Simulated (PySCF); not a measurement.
Choosing a molecule for a target property.

Species are written as SMILES; each is one conformer at its optimised geometry, gas phase, non-relativistic unless stated; the electronic structure was computed with PySCF and density fitting.

Dipoles, sizes and rotational constants follow the conformer. The torsions of the flexible species, by atom-mapped SMILES:
- `[CH3:1][C@@H:2]([CH2:3][Cl:4])[CH2:5][C:6]#[N:7]`: C1–C2–C3–Cl4 61°, C1–C2–C5–C6 173°
- `[CH:1]#[C:2][Si@@H:3]([SiH3:4])[SiH2:5][SiH3:6]`: C2–Si3–Si5–Si6 -62°
- `[CH:1]#[C:2][C@@H:3]([F:4])[C@@H:5]1[CH:6]=[CH:7][O:8][CH2:9]1`: C2–C3–C5–C6 61°
- `[CH3:1][CH2:2][C:3]1=[CH:4][CH:5]=[CH:6][CH2:7]1`: C1–C2–C3–C4 -119°
- `[CH3:1][O:2][c:3]1[cH:4][cH:5][cH:6][c:7]([F:8])[cH:9]1`: C1–O2–C3–C4 180°

The conformers of `OC[C@@]12C=C[C@H]3[C@@H]1[C@]32F` aren't listed.

(1) Wanted: electronic spatial extent ⟨r²⟩ about the centre of nuclear charge between 840 bohr² and 1000 bohr² (PBE0/def2-SVPD) and HOMO energy above -6.6 eV (PBE0/def2-SVPD), at GFN2-xTB geometries. Which candidate meets both?
A. `CCC1=CC=CC1`
B. `c1cc(=O)cco1`
C. `C#C[C@@H](F)[C@@H]1C=COC1`
D. `COC1=CC=CC(F)=C1`
E. `C#C[Si@@H]([SiH3])[SiH2][SiH3]`
F. `C[C@@H](CCl)CC#N`
G. `CC1=CC=C(C)C1`

(2) Wanted: HOMO–LUMO gap between 5.6 eV and 6.6 eV (PBE0/def2-SVPD) and lowest singlet excitation below 4.4 eV (TDDFT PBE0/def2-SVPD), at GFN2-xTB geometries. Which candidate meets both?
A. `[C@@H](F)(C#C)[C@H]1COC=C1`
B. `C1(CC(C)=CC=1)C`
C. `OC[C@@]12C=C[C@H]3[C@@H]1[C@]32F`
D. `O=c1ccocc1`
E. `CCC1=CC=CC1`
F. `C[C@@H](CCl)CC#N`

(3) Wanted: lowest triplet excitation (Tamm–Dancoff) above 3.8 eV (TDA PBE0/def2-SVPD) and dipole moment above 0.5 D (PBE0/def2-SVPD), at GFN2-xTB geometries. Which candidate meets both?
A. `CC1=CC=C(C)C1`
B. `C#C[C@@H](F)[C@@H]1C=COC1`
C. `O=c1ccocc1`
D. `C#C[Si@@H]([SiH3])[SiH2][SiH3]`

(4) Wanted: smallest rotational constant below 0.8 GHz (GFN2-xTB) and static isotropic polarisability above 80 au (PBE0/def2-SVPD), at GFN2-xTB geometries. Which candidate meets both?
A. `O=c1ccocc1`
B. `CC1=CC=C(C)C1`
C. `c1(cccc(OC)c1)F`
D. `C#C[Si@@H]([SiH3])[SiH2][SiH3]`
E. `C[C@@H](CCl)CC#N`

Answers

(1) G. Computed values:
| species | electronic spatial extent ⟨r²⟩ about the centre of nuclear charge | HOMO energy |
| --- | --- | --- |
| c1cc(=O)cco1 | 616 bohr² | -7.24 eV |
| CCC1=CC=CC1 | 828 bohr² | -6.05 eV |
| CC1=CC=C(C)C1 | 845 bohr² | -5.75 eV |
| C[C@@H](CCl)CC#N | 1040 bohr² | -8.75 eV |
| C#C[C@@H](F)[C@@H]1C=COC1 | 1072 bohr² | -6.49 eV |
| COC1=CC=CC(F)=C1 | 1235 bohr² | -6.68 eV |
| C#C[Si@@H]([SiH3])[SiH2][SiH3] | 1776 bohr² | -7.75 eV |

(2) D. Computed values:
```
                         species  HOMO–LUMO gap  lowest singlet excitation
                 C1(CC(C)=CC=1)C        5.46 eV                    4.73 eV
                     CCC1=CC=CC1        5.64 eV                    4.93 eV
                      O=c1ccocc1        5.93 eV                    4.03 eV
      [C@@H](F)(C#C)[C@H]1COC=C1        6.43 eV                    5.43 eV
OC[C@@]12C=C[C@H]3[C@@H]1[C@]32F        6.72 eV                    5.86 eV
                C[C@@H](CCl)CC#N        9.03 eV                    7.42 eV
```

(3) B. Computed values:
| species | lowest triplet excitation (Tamm–Dancoff) | dipole moment |
| --- | --- | --- |
| CC1=CC=C(C)C1 | 2.89 eV | 0.74 D |
| O=c1ccocc1 | 3.57 eV | 4.13 D |
| C#C[C@@H](F)[C@@H]1C=COC1 | 3.97 eV | 1.58 D |
| C#C[Si@@H]([SiH3])[SiH2][SiH3] | 4.88 eV | 0.21 D |

(4) D. Computed values:
| species | smallest rotational constant | static isotropic polarisability |
| --- | --- | --- |
| C#C[Si@@H]([SiH3])[SiH2][SiH3] | 0.731 GHz | 141.1 au |
| c1(cccc(OC)c1)F | 0.888 GHz | 85.3 au |
| C[C@@H](CCl)CC#N | 1.145 GHz | 75.9 au |
| CC1=CC=C(C)C1 | 1.505 GHz | 81.3 au |
| O=c1ccocc1 | 1.872 GHz | 62.5 au |
